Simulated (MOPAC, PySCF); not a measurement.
Dissociation curve of C3H6, SMILES C1CC1. The C1–H9 bond (C1 also carries C, C, H; H9 carries nothing else) is stretched with both fragments frozen at the PBE0/def2-TZVP optimised geometry. Each curve is given relative to its own lowest point near equilibrium.

| R / Å | A | B | C |
|---|---|---|---|
| 0.86 | 19.0 | 36.4 | 36.6 |
| 0.93 | 8.8 | 15.3 | 15.5 |
| 0.97 | 4.8 | 8.0 | 8.1 |
| 1.01 | 2.1 | 3.3 | 3.4 |
| 1.06 | 0.3 | 0.4 | 0.4 |
| 1.08 | 0.0 | 0.0 | 0.0 |
| 1.12 | 0.2 | 0.2 | 0.1 |
| 1.15 | 1.0 | 1.1 | 1.0 |
| 1.20 | 3.3 | 3.8 | 3.5 |
| 1.26 | 7.6 | 8.4 | 8.0 |
| 1.34 | 15.4 | 16.2 | 15.5 |
| 1.46 | 30.1 | 29.7 | 28.5 |
| 1.63 | 54.2 | 49.6 | 47.4 |
| 1.77 | 74.5 | 73.5 | 62.0 |
| 1.94 | 97.6 | 91.5 | 77.4 |
| 2.19 | 126.5 | 104.0 | 95.4 |
| 2.39 | 144.8 | 108.5 | 105.9 |
| 2.66 | 163.6 | 111.4 | 115.6 |
| 2.91 | 176.1 | 112.6 | 121.2 |
| 3.23 | 187.5 | 113.2 | 125.3 |
| 3.78 | 199.4 | 113.6 | 128.3 |

Energies in kcal/mol.

Question: Assign the columns to these levels of theory: PM6, restricted, heats of formation run with MOPAC 23.2.5; PySCF with CCSD on RHF/cc-pVDZ, 3 core orbitals frozen; MP2 on UHF/cc-pVDZ, 3 core orbitals frozen (PySCF).

Answer: A is PM6; B is UMP2; C is RCCSD.

The restricted form behind PM6 keeps the bonding electrons paired and can't separate into open-shell fragments. The T1 diagnostic of CCSD on the restricted reference of RCCSD exceeds 0.045 at 2.91 to 3.78 Å. The unrestricted determinant behind UMP2 is spin-contaminated at 1.77 to 3.78 Å (<S²> up to 1.0, against 0.00 for a pure singlet).
